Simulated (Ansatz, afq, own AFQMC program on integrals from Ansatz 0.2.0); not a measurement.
Where AFQMC and coupled cluster stand for Sn, triplet

A free Sn atom.

Basis def2-TZVPP with its core potentials. Only valence electrons are correlated. AFQMC by an in-house program on the Cholesky factors that Ansatz 0.2.0 writes for its CCSD(T) run. ph-AFQMC/CISD is guided by a CISD state made of CCSD amplitudes; releasing the constraint for a short imaginary time cuts its bias at the price of noise, slowly where states lie close. Free projection: walkers drawn from exp(T), propagated without any constraint. Its projection time is finite, and what remains of the start isn't in its error. Uncertainties: one standard error, sampling alone. No spin–orbit coupling.

Determinant: UHF, the one that the program's search chose, which needn't be the lowest solution.

Full CI on the same integrals is exact in this basis and with this determinant's frozen core.

Cautions: no spin-orbit coupling; inner d shell frozen; the released energies are still falling, so no released level is given (meV from the phaseless value at times in 1/Eh: 2 ± 4 at 0.24, 3 ± 3 at 0.51, -3 ± 3 at 0.99, -6 ± 3 at 1.62, -8.1 ± 2.3 at 2.40), though the last usable value meets full CI within the noise; the ph-AFQMC/HF walk drifts between its halves (2.0 errors).

- T1 diagnostic: 0.0091
- weight of the determinant in the CISD state: 0.946
- ⟨S²⟩ of the determinant: 2.012
- size of the correlated space: 4 electrons in 41 orbitals

```
  level  correlation energy (eV)
    MP2                  -1.1702
   CCSD                  -1.5228
CCSD(T)                  -1.5646
```

Q: Estimate where full CI lies against CCSD(T) on the same integrals.

A: 13.1 meV below CCSD(T).

Reference: full CI, correlation energy -1.578 eV.

| level | E − E(reference) (meV) | share of correlation (%) |
| --- | --- | --- |
| CCSD(T) | 13.1 | 99.17 |
| CCSDT | 1.0 | 99.93 |
| CCSDT(Q) | 0.2 | 99.99 |
| ph-AFQMC/HF | 41.8 ± 20.4 | 97.35 |
| ph-AFQMC/CISD | 7.2 ± 3.3 | 99.54 |
| free AFQMC | 0.9 ± 2.9 | 99.94 |

CCSDT and higher add their correlation energy to the determinant of the CCSD(T) run, since their own runs factorise the integrals more tightly (a shift of under 2 meV). Free projections are given only where their last times agree within the noise and don't stop above the reference; a slow remainder of the start can still hide under it. A walk keeps the symmetry of its determinant, which the program's search chose and which needn't be the lowest solution, so a lower state of the same spin and another symmetry isn't excluded.
